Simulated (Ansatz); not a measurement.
Geometry optimisation, Ansatz 0.2.0, RKS B3LYP/def2-SVP.

The input (input.yaml):

```yaml
crystal:
  periodic: [false, false, false]
  atoms:
    - { symbol: S, position_ang: [-1.40478, -0.53876, 0.06745] }
    - { symbol: Si, position_ang: [0.7879, -0.24043, -0.32835] }
    - { symbol: Cl, position_ang: [1.22851, 1.79558, 0.45948] }
    - { symbol: H, position_ang: [-1.77756, -0.09498, -1.12629] }
    - { symbol: H, position_ang: [1.16593, -0.9214, 0.92772] }
total_charge: -1
basis:
  gaussian: { orbitals: def2-SVP }
hamiltonian:
  xc: b3lyp
relax:
  f_tol: 0.02
  max_steps: 40
output:
  orbitals: {}
```

Run as:

```bash
$ ansatz run input.yaml --threads 1 --pin off --max-ram 2048MiB --backend cpu --events-out ev --progress --plain --runs-dir out
```

Question: Where does it end, and by what steps?

Answer: The run converged. Limits of this set-up: an anion without diffuse functions. After 5 steps the energy has fallen by 0.077 eV; H4 moved furthest, 0.09 Å.

```tsv
step	energy less start (eV)	largest force component (eV/Å)	accepted
0	0.0000	1.229	yes
1	-0.0585	0.375	yes
2	-0.0688	0.440	yes
3	-0.0759	0.069	yes
4	-0.0766	0.027	yes
5	-0.0767	0.005	yes
```

```xyz
5
Properties=species:S:1:pos:R:3
S -1.401 -0.511 0.075
Si 0.833 -0.223 -0.364
Cl 1.262 1.839 0.486
H -1.848 -0.143 -1.151
H 1.154 -0.962 0.954
```

Whether the end is a true minimum wasn't checked by a vibrational analysis.

Run time: 11 s on 1 thread of Arm Neoverse V2, with other jobs on the host, peak memory 0.11 GiB.
